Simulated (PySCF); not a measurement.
Argon: a sound run and one with changed settings

Sound run: Ar [Ar], Ar⁺ [Ne] 3s2 3p5. Calculation: PySCF 2.14, in cc-pVTZ-DK (5s4p2d1f, 34 functions); scalar relativity by spin-free X2C-1e. In the sound run the correlated levels freeze [Ne]. The sound run starts from symmetry-adapted Hartree-Fock orbitals and uses a fine grid where one is needed.

A second run was set up differently.

```json
{"species": "Ar", "method": "MP2", "sound run (hartree)": "-528.82753", "changed run (hartree)": "-528.85943", "converged": "yes"}
{"species": "Ar", "method": "CCSD(T)", "sound run (hartree)": "-528.85147", "changed run (hartree)": "-528.88182", "converged": "yes"}
{"species": "Ar⁺", "method": "MP2", "sound run (hartree)": "-528.25189", "changed run (hartree)": "-528.28370", "converged": "yes"}
{"species": "Ar⁺", "method": "CCSD(T)", "sound run (hartree)": "-528.28081", "changed run (hartree)": "-528.31129", "converged": "yes"}
```

Ionisation energy of Ar:

```json
{"method": "UHF", "sound run (eV)": "14.556", "changed run (eV)": "14.556"}
{"method": "MP2", "sound run (eV)": "15.664", "changed run (eV)": "15.667"}
{"method": "SCS-MP2", "sound run (eV)": "15.561", "changed run (eV)": "15.563"}
{"method": "CCSD", "sound run (eV)": "15.488", "changed run (eV)": "15.484"}
{"method": "CCSD(T)", "sound run (eV)": "15.528", "changed run (eV)": "15.525"}
```

Problem. What was changed?
A. level shift left on
B. too few SCF iterations
C. minimal basis
D. all electrons correlated in a valence basis

Solution. D. A valence basis has no tight correlating functions, so it recovers only part of the core correlation, and not evenly between atom and ion.
